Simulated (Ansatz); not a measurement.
This geometry of AlH3 + H3P (8 atoms, charge 0, multiplicity 1) is a first-order saddle point.

Computed with Ansatz, RKS PBE/def2-SVP.

```xyz
8
Properties=species:S:1:pos:R:3
Al 0.047 -0.301 0.021
H -0.058 0.169 1.669
H 1.494 0.046 -0.538
H -1.398 -0.153 -0.628
P 0.127 -2.685 1.191
H -0.650 -2.942 0.008
H 1.398 -2.748 0.522
H -0.012 -0.962 1.642
```

(1) Which two structures does it join? (They come from a converged band through this point; their orientation in space is the band's.)

(2) How far does it lie above each of them?

## Answers

(1) Bonds broken: Al1–H2, P5–H8. Bonds formed: Al1–P5, H2–H8. AlH3 + H3P becomes AlH4P + H2.

Initial state:

```xyz
8
Properties=species:S:1:pos:R:3
Al 0.021 0.059 0.132
H -0.085 0.742 1.584
H 1.453 -0.070 -0.575
H -1.319 -0.235 -0.697
P 0.178 -2.982 1.210
H -0.665 -2.812 0.055
H 1.382 -2.660 0.489
H -0.019 -1.620 1.689
```

Final state:

```xyz
8
Properties=species:S:1:pos:R:3
Al 0.098 -0.683 -0.046
H -0.116 0.600 1.781
H 1.436 0.164 -0.288
H -1.323 -0.127 -0.532
P 0.221 -2.857 0.872
H -0.636 -3.395 -0.154
H 1.436 -3.167 0.163
H -0.170 -0.111 2.091
```

(2) 0.60 eV above the first and 0.87 eV above the second. This is the barrier of this one path; another mechanism may lie lower. The orbitals stay closed-shell, which can raise the energy where a bond breaks towards radicals; this wasn't checked here.

The run took 77 s on 1 thread of Arm Neoverse V2, with other jobs on the host, peak memory 0.11 GiB.
